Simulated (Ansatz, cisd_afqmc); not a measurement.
System: H$_{2}$O$_{2}$, charge 0, singlet. H2O2 (hydrogen peroxide, SMILES OO).
B3LYP-D3(BJ)/def2-TZVP minimum from Ansatz (a program for electronic structure):
```
O
H 1 0.9680
O 1 1.4504 2 100.54
H 3 0.9680 1 100.54 2 115.91
```

Total energies in cc-pVDZ, 14 correlated electrons, 2 frozen orbitals. Open shells are spin-unrestricted; no spin-orbit coupling. Correlated methods leave the cores frozen. No relativity. AFQMC/CISD: phaseless, guided by CISD from CCSD amplitudes; bars are statistical, one sigma. Outlying blocks are dropped, and bars are widened where a walk drifts. Over all cases where full CI ran beside it in this data, AFQMC minus full CI had a median of +0.1 mEh and passed +0.4 mEh in a tenth of the cases.

```
method         program         energy (Eh)  minus CCSDTQ (mEh)
----------  ----------  ------------------  ------------------
HF              Ansatz          -150.78392              411.42
MP2             Ansatz          -151.17040               24.93
CCSD            Ansatz          -151.18460               10.74
CCSD(T)         Ansatz          -151.19377                1.57
CCSDT(Q)        Ansatz          -151.19547               -0.14
CCSDTQ          Ansatz          -151.19534                0.00
AFQMC/CISD  cisd_afqmc  -151.1954 ± 0.0003          -0.1 ± 0.3
```

Rough core times of Ansatz's runs on a shared machine: CCSD(T) under 20 s, CCSDT(Q) under 20 s, CCSDTQ 9 min.
